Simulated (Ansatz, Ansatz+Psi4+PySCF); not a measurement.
```yaml
atoms:
  - { symbol: H, position_ang: [-1.1181, -0.8779, -0.4875] }
  - { symbol: C, position_ang: [-0.7067, 0.0000, 0.0177] }
  - { symbol: N, position_ang: [0.7522, 0.0000, -0.1237] }
  - { symbol: H, position_ang: [-1.1180, 0.8791, -0.4855] }
  - { symbol: H, position_ang: [-1.0837, -0.0011, 1.0530] }
  - { symbol: H, position_ang: [1.1473, 0.8120, 0.3400] }
  - { symbol: H, position_ang: [1.1473, -0.8120, 0.3399] }
```

Basis set: cc-pVTZ (spherical functions). Left uncorrelated: 2 orbitals. Charge 0, multiplicity 1.

Computed with Ansatz (development build ahead of 0.2.0); each method stands on the lowest determinant of its kind that the runs found. Restricted open shells among the atoms or ions are ROHF, correlated in semicanonical orbitals with singles.

The atomization energy at this shape (free ground-state atoms in the same class of orbitals less the molecule, no zero-point energy) of singlet CH5N:

```csv
method,atomization energy
RHF,18.22 eV
```

**Question.** What does RHF-MP2 give?

**Answer.** 24.60 eV.
